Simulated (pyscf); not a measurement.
HO–PH₂ (SMILES OP) + SiH₂ (SMILES [SiH2]) [singlet] → HO–P=SiH₂ (SMILES OP=[SiH2]) + H₂ (SMILES [H][H]) (concerted two-bond exchange; singlet surface; H–P, H–P broken, P–Si, H–H formed). PySCF, gas phase, ωB97X-D3(BJ)/def2-SVP geometries. Energies in kJ/mol from the separated reactants.

```tsv
level	barrier	reaction energy
ωB97X-D3(BJ)/def2-TZVP	69.8	-83.1
PBE/def2-TZVP	34.2	-97.5
r²SCAN/def2-TZVP	42.0	-103.0
M06-2X/def2-TZVP	80.4	-69.1
ωB97M-D3(BJ)/def2-TZVP	83.1	-57.7
HF/def2-TZVP	182.2	-13.5
```

The functionals in the table span 49.0 kJ/mol in this barrier, from PBE to ωB97M-D3(BJ)/def2-TZVP. On the reactant side the descent ends in an adduct with a P–Si contact, 51.4 kJ/mol under the separated species and 121.2 kJ/mol under the saddle at ωB97X-D3(BJ)/def2-TZVP. What is counted as formed (P–Si) is already present as a longer contact in the reactant adduct; forming that adduct is a step of its own. The same reactants have a lower exit, to HO–SiH₂–PH₂ (barrier -19.9 kJ/mol at ωB97M-D3(BJ)/def2-TZVP, against +83.1 kJ/mol here). HO–P=SiH₂ lies 134.4 kJ/mol over its isomer HO–SiH=PH (electronic energy, ωB97M-D3(BJ)/def2-TZVP). This is the saddle that the search found; another between the same sides may lie lower.
